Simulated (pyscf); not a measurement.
Single points on ωB97X-D3(BJ)/def2-SVP structures (PySCF, gas phase).

SMILES: N[SiH2][Si](F)([SiH3])[SiH3]
```xyz
16

N      1.2396    -0.0268    -1.7301
Si    -0.3193     0.7220    -1.9582
Si    -0.9507     1.0321     0.2608
F     -2.2761     1.9918     0.4449
Si     0.9305     1.9746     1.2723
Si    -1.3419    -1.0525     1.2340
H      1.3081    -0.9031    -1.2216
H      1.9364     0.0111    -2.4673
H     -0.0912     2.0236    -2.6506
H     -1.3183    -0.0523    -2.7637
H      1.9262     0.8860     1.4998
H      0.5780     2.5768     2.5930
H      1.5379     3.0264     0.4063
H     -0.1684    -1.9127     0.8800
H     -1.4423    -0.9791     2.7210
H     -2.5754    -1.6904     0.6877
```

### Question
What is the homolytic dissociation enthalpy (298 K, ωB97M-D3(BJ)/def2-TZVP) of the N–Si bond of `[NH2][SiH2][Si]([F])([SiH3])[SiH3]`, to NH₂• + F–Si(SiH₂•)(SiH₃)–SiH₃?

### Answer
N–Si to NH₂• + F–Si(SiH₂•)(SiH₃)–SiH₃: 98.6 kcal/mol. The 7 functionals that were run give +90.2 (r²SCAN) to +98.6 kcal/mol (ωB97M-D3(BJ)). F–Si(SiH₂•)(SiH₃)–SiH₃ lies 8.3 kcal/mol over its isomer F–SiH₂–Si•(SiH₃)–SiH₃, and others may lie lower still (electronic energy, ωB97M-D3(BJ)).
